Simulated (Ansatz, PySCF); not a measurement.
System: NH3 (charge 0, singlet). SMILES: N
Geometry: optimised at B3LYP-D3(BJ)/def2-TZVP (Ansatz, a first-principles code).

B3LYP/6-31G* beside other levels, property by property. Set-up: atomisation electronic, to ground-state atoms; non-relativistic; no spin-orbit coupling; each state is the SCF solution reached for its charge and spin; six Cartesian d functions in 6-31G* and its kin unless marked 5d; frozen cores in correlated levels; open shells spin-unrestricted; no dispersion term unless named. CBS marks a two-point X^-3 extrapolation of the correlation energy; Hartree-Fock from the larger set (for Q and 5 zeta extrapolated as (X+1)exp(-9√X)). Ab initio and DFT rows: single points at B3LYP-D3(BJ) geometries (Ansatz), with unscaled harmonic terms from B3LYP/6-31G* at its own minima, enthalpies of formation by atomisation with measured atoms. Sets without +, aug- or the D of def2-TZVPD hold no diffuse functions, which anions need. Levels can end on unlike triplets.

Measured values: Active Thermochemical Tables 1.112 (ions: stationary electron), as tabulated in the package chemicals; Active Thermochemical Tables 1.112 (ions: stationary electron), as tabulated in the package chemicals; G2/97 table in ASE (Curtiss et al.), the entry of H2N doubted and unchecked; CCCBDB table in ASE, the entry of H3N doubted and unchecked; NIST CCCBDB, as tabulated in the package chemicals; they hold spin-orbit and core effects, anharmonicity. Coupled cluster (Ansatz) is a level with limits of its own, used here on species with T1 under 0.025 (0.045 for open shells) and stable references: (a) CCSD(T)/CBS(def2-TZVPPD,def2-QZVPPD); (b) CCSD(T)/CBS(cc-pVQZ,cc-pV5Z).

```tsv
property	B3LYP/6-31G* (Ansatz)	PBE/6-31G* (Ansatz)	B3LYP/STO-3G (Ansatz)	M06-2X/6-31G* (5d) (PySCF)	to compare with
vertical triplet-singlet gap, E(triplet) - E(singlet) (eV)	7.27	7.21	12.27	7.59	6.46 coupled cluster (a)
enthalpy of formation at 298 K (kcal/mol)	-2.8	-4.3	-24.3	1.6	-10.9 measured
proton affinity at N (heteroatom site), enthalpy at 298 K, to [NH4+] (kcal/mol)	209.0	209.3	251.5	206.9	203.8 measured
size of the dipole moment (D)	1.83	1.82	1.78	1.86	1.47 measured
H-N bond dissociation enthalpy at 298 K, to [NH2] (NH2) + H atom (kcal/mol)	101.5	102.0	113.7	104.1	108.1 measured
vertical ionisation energy to the doublet (eV)	10.63	10.57	8.97	10.64	10.82 measured
deprotonation enthalpy (H-N bond) at 298 K, to [NH2-] + H+ (kcal/mol)	434.8	434.1	538.7	432.9	403.4 measured
atomisation energy (kcal/mol)	290.2	291.7	311.7	285.8	297.5 coupled cluster (b)
```

As the rows show:
- vertical triplet-singlet gap, E(triplet) - E(singlet): B3LYP/6-31G* lies 0.81 eV above coupled cluster.
- enthalpy of formation at 298 K: B3LYP/6-31G* lies 8.1 kcal/mol above the measured value.
- proton affinity at N (heteroatom site), enthalpy at 298 K, to [NH4+]: B3LYP/6-31G* lies 5.2 kcal/mol above the measured value.
- size of the dipole moment: B3LYP/6-31G* lies 0.36 D above the measured value.
- H-N bond dissociation enthalpy at 298 K, to [NH2] (NH2) + H atom: B3LYP/6-31G* lies 6.6 kcal/mol below the measured value.
- vertical ionisation energy to the doublet: B3LYP/6-31G* lies 0.19 eV below the measured value.
- deprotonation enthalpy (H-N bond) at 298 K, to [NH2-] + H+: B3LYP/6-31G* lies 31.4 kcal/mol above the measured value.
- atomisation energy: B3LYP/6-31G* lies 7.3 kcal/mol below coupled cluster.

The properties are those with a value to compare with, at most eight drawn at random. No case is left out for the size of its miss. Left out are saddle points of the reference geometry, anions that the best level run finds unbound, excited spin states, species near biochemistry, cases with under five habitual levels, runs that failed or whose electronic state is in doubt, and table entries that another table contradicts.
